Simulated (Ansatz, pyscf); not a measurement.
B–Cl [singlet] + SiH₄ -> H₃Si–BH–Cl, an insertion on the singlet surface: H–Si broken, B–Si, B–H formed. Single points on ωB97X-D3(BJ)/def2-SVP structures (PySCF, gas phase). Wave-function energies: Ansatz (a first-principles code), frozen core, RHF or UHF references. In kcal/mol, from the separated reactants.

Cost: rough CPU time of the saddle's run relative to CCSD(T)/cc-pV(D+d)Z, from one job on a shared machine, with the HF step and its search for lower states.

| level | barrier | reaction energy | cost |
|---|---|---|---|
| PBE0-D3(BJ)/def2-TZVP | 4.32 | -64.53 | – |
| M06-2X/def2-TZVP | 10.55 | -59.84 | – |
| CCSD(T)/cc-pV(D+d)Z | 17.92 | -50.42 | 1 |
| CCSDT(Q)/cc-pV(D+d)Z | … | … | 100 |
| CCSD(T)/cc-pV(T+d)Z | 14.01 | -54.55 | 8 |
| CCSD(T)/cc-pV(Q+d)Z | … | -55.70 | – |

Task: Fill in the missing entries.

Result: 
- CCSDT(Q)/cc-pV(D+d)Z, barrier: 17.64
- CCSDT(Q)/cc-pV(D+d)Z, reaction energy: -50.33
- CCSD(T)/cc-pV(Q+d)Z, barrier: 13.02

In cc-pV(D+d)Z, going from CCSD(T) to CCSDT(Q) shifts the barrier by -0.28 and the reaction energy by +0.09 kcal/mol. With HF in the quadruple-zeta basis and the correlation energy extrapolated as X⁻³ from X = 3, 4, CCSD(T) gives 12.31 and -56.56; adding the double-zeta shift gives ΔE‡ = 12.04 and ΔE = -56.47 kcal/mol, without core correlation, relativity or geometry relaxation at these levels. One saddle was located; it need not be the lowest between these sides.
